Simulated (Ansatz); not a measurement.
Process, species as SMILES: [SiH2]=C (CH2-SiH2) + 2 [H][H] (H2) → C (CH4) + [SiH4] (SiH4)
B3LYP-D3(BJ)/def2-TZVP geometries, fixed; electronic energies without zero-point terms.
Largest species:
```
Si
C 1 1.7009
H 2 1.0823 1 122.25
H 2 1.0823 3 115.51 1 180.00
H 1 1.4730 2 122.63 3 0.00
H 1 1.4730 5 114.74 2 -180.00
```
Charge 0, spin multiplicity 1.

Basis-set convergence of the energy of full hydrogenation at CCSD(T) with Ansatz (a first-principles code). Cartesian d functions, on some or all atoms, in 6-31G*, 6-31+G*, 6-311G**, 6-311+G**; all else is spherical. Cores are frozen. A restricted Hartree-Fock determinant is unstable towards unrestricted orbitals. No added dispersion term, no relativity. Functions are those of the species that has most. Reference: Hartree-Fock in cc-pV(Q+d)Z plus the correlation part extrapolated as X^-3 from cc-pV(T+d)Z and cc-pV(Q+d)Z, -64.70 kcal/mol, itself unsure by roughly 0.12 kcal/mol (a third of the extrapolation step and of the last Hartree-Fock step). Deviations are taken from unrounded values.

| basis | functions | energy of full hydrogenation (kcal/mol) |
|---|---|---|
| 6-31G* | 42 | -60.54 |
| 6-31+G* | 50 | -59.72 |
| def2-SVP | 52 | -68.89 |
| def2-SVPD | 76 | -68.27 |
| pcseg-1 | 52 | -65.99 |
| aug-pcseg-1 | 86 | -64.53 |
| cc-pV(D+d)Z | 57 | -67.32 |
| aug-cc-pV(D+d)Z | 91 | -66.03 |
| 6-311G** | 69 | -64.82 |
| 6-311+G** | 77 | -64.07 |
| def2-TZVP | 92 | -63.52 |
| def2-TZVPD | 116 | -63.04 |
| pcseg-2 | 120 | -66.34 |
| aug-pcseg-2 | 188 | -65.36 |
| cc-pV(T+d)Z | 125 | -65.07 |
| aug-cc-pV(T+d)Z | 193 | -64.63 |
| def2-TZVPP | 129 | -64.98 |
| def2-TZVPPD | 153 | -64.75 |
| def2-QZVPP | 247 | -64.60 |
| def2-QZVPPD | 271 | -64.54 |

What the diffuse functions change, pair by pair:
- 6-31G* to 6-31+G*: 8 more functions, deviation 4.16 to 4.98 kcal/mol
- def2-SVP to def2-SVPD: 24 more functions, deviation -4.19 to -3.57 kcal/mol
- pcseg-1 to aug-pcseg-1: 34 more functions, deviation -1.29 to 0.17 kcal/mol
- cc-pV(D+d)Z to aug-cc-pV(D+d)Z: 34 more functions, deviation -2.62 to -1.33 kcal/mol
- 6-311G** to 6-311+G**: 8 more functions, deviation -0.12 to 0.63 kcal/mol
- def2-TZVP to def2-TZVPD: 24 more functions, deviation 1.18 to 1.66 kcal/mol
- pcseg-2 to aug-pcseg-2: 68 more functions, deviation -1.65 to -0.66 kcal/mol
- cc-pV(T+d)Z to aug-cc-pV(T+d)Z: 68 more functions, deviation -0.37 to 0.07 kcal/mol
- def2-TZVPP to def2-TZVPPD: 24 more functions, deviation -0.28 to -0.05 kcal/mol
- def2-QZVPP to def2-QZVPPD: 24 more functions, deviation 0.10 to 0.16 kcal/mol

They bring the value nearer the reference by more than 0.12 kcal/mol in 6 of 10 pairs.
